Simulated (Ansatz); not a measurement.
Anatase TiO2 (metastable phase), treated with r²SCAN in Ansatz (plane waves, PAW).

Numerical settings: plane-wave cutoff 560 eV, 12×12×12 k mesh, Fermi–Dirac smearing 0.01 eV, no spin polarisation, scalar-relativistic PAW data made under PBE.

The cell is scaled about its equilibrium volume:

Shape and atoms are relaxed at each volume.

```csv
V (Å³/atom),P (GPa),direct gap at Γ (eV),smallest gap on the k mesh (eV),c (Å)
10.942,8.13,3.079,2.493,9.311
11.170,3.94,3.044,2.518,9.453
11.398,0.01,3.003,2.532,9.583
11.625,-3.66,2.958,2.537,9.704
11.853,-7.05,2.909,2.534,9.816
```

The fundamental gap (2.53 eV at the equilibrium volume, with added k points) lies elsewhere than Γ–Γ.

Note: the bulk modulus comes from volumes at which shape and atoms were relaxed.

Ansatz is a quantum-chemistry and plane-wave program.
